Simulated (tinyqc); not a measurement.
Inside a calculation. Method: Hueckel theory of the pi electrons, for the molecule [CH2]C([CH2])=CC=O (SMILES; centres numbered as the heavy atoms are written). One step of it, computed by the program tinyqc.

Question. Energy, charges, bond orders. E = sum n x; q_r = z_r - P_rr; bond order p = P_rs; free valence = sqrt(3) - sum of p over the bonds of the atom.

x values: 2.011705  1.551487  0.360092  0.000000  -0.994556  -1.878729

occupations: 2.000000  2.000000  2.000000  0.000000  0.000000  0.000000

charge and bond-order matrix P, lower triangle:
```
           1C         2C         3C         4C        5C        6O
1C   0.554126
2C   0.640481   0.992834
3C   0.554126   0.640481   0.554126
4C  -0.115417   0.416176  -0.115417   1.250700
5C  -0.224305   0.027032  -0.224305   0.790052  0.887332
6O   0.142449  -0.074733   0.142449  -0.336336  0.511632  1.760882
```

Centres:
```
centre  z_r, pi electrons of the neutral centre         h
1C                                            1  0.000000
2C                                            1  0.000000
3C                                            1  0.000000
4C                                            1  0.000000
5C                                            1  0.000000
6O                                            1  1.050000
```

Bonds:
```
i  j  k
1  2  1
2  3  1
2  4  1
4  5  1
5  6  1
```

Give: pi energy = 6 alpha + this times beta; pi charges; Bond orders and lengths from R = 1.517 - 0.180 p; free valence of the carbons; gap between the highest filled and the next level.

Answer.

pi energy = 6 alpha + this times beta = 7.8466

pi charges: 1C 0.4459, 2C 0.0072, 3C 0.4459, 4C -0.2507, 5C 0.1127, 6O -0.7609

Bond orders and lengths from R = 1.517 - 0.180 p (angstrom, C-C alone):
```
bond       p       R
1-2   0.6405  1.4017
2-3   0.6405  1.4017
2-4   0.4162  1.4421
4-5   0.7901  1.3748
5-6   0.5116       -
```

free valence of the carbons: 1C 1.0916, 2C 0.0349, 3C 1.0916, 4C 0.5258, 5C 0.4304

gap between the highest filled and the next level = 0.3601 |beta|
